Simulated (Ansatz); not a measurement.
The cluster Si3, relaxed as a triplet with UKS PBE-D4/def2-TZVP in Ansatz, starting from the PBE-D4/def2-TZVP geometry of the neutral singlet. Force threshold 0.02 eV/Å.

The structure comes from a short search, and lower isomers may exist.

Start:

Cartesian coordinates in Å:
```
Si -0.1308 0.5357 -0.9548
Si 0.6745 0.8984 1.0483
Si -0.5437 -1.4341 -0.0935
```

Task: Estimate the energy that the relaxation releases and the steps that it takes.

Result: 19.6 kcal/mol, in 4 steps; 4.3 s on 2 threads of Arm Neoverse V2 on a shared host. No frequencies were taken in this run, so the end may be a saddle point.

Task: Does the start keep its bonding and symmetry?

Result: Bonds formed: Si2–Si3 (atoms count from 1). Point group C2v at the start, D3h at the end, both within 0.05 Å.

Task: Predict the relaxed structure.

Result: 
Cartesian coordinates in Å:
```
Si -0.157 0.643 -1.147
Si 0.565 0.610 1.029
Si -0.408 -1.253 0.117
```
Bond lengths: 3 × Si–Si 2.29 Å.
